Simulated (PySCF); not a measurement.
CH3OCH3, optimised at PBE0/def2-TZVP:

```xyz
9

C      1.1445     0.0636    -0.0568
O     -0.0536     0.1972    -0.7669
C     -1.1725    -0.0517     0.0354
H      1.2662    -0.9535     0.3432
H      1.1978     0.7714     0.7830
H      1.9633     0.2718    -0.7460
H     -1.1606    -1.0743     0.4397
H     -2.0598     0.0716    -0.5860
H     -1.2289     0.6507     0.8796
```

Method: PySCF energies (xtb for GFN2) plus ideal-gas RRHO corrections (1 bar). 6-31G* has spherical d functions here. All species are closed-shell singlets. B3LYP is the form with VWN-RPA correlation.

Question: List the harmonic frequencies (cm⁻¹, unscaled) at this level and at the other levels, each on its own geometry.

Answer: 
- PBE0/def2-TZVP: 213, 247, 412, 977, 1134, 1163, 1194, 1226, 1270, 1454, 1475, 1484, 1484, 1491, 1510, 2978, 2989, 3028, 3034, 3134, 3136
- B3LYP/6-31G*: 226, 253, 416, 960, 1139, 1174, 1209, 1219, 1281, 1486, 1510, 1519, 1519, 1528, 1550, 2974, 2989, 3020, 3024, 3133, 3135
- GFN2-xTB: 209, 248, 413, 958, 1078, 1122, 1130, 1152, 1227, 1406, 1411, 1468, 1473, 1488, 1495, 2888, 2890, 2910, 2917, 3031, 3032
- HF/6-31G*: 215, 265, 444, 1045, 1235, 1281, 1316, 1350, 1403, 1614, 1640, 1651, 1652, 1653, 1672, 3162, 3178, 3214, 3216, 3301, 3304
- PBE/def2-SVP: 231, 252, 402, 953, 1104, 1121, 1154, 1193, 1215, 1398, 1400, 1406, 1419, 1420, 1454, 2868, 2886, 2924, 2932, 3058, 3059
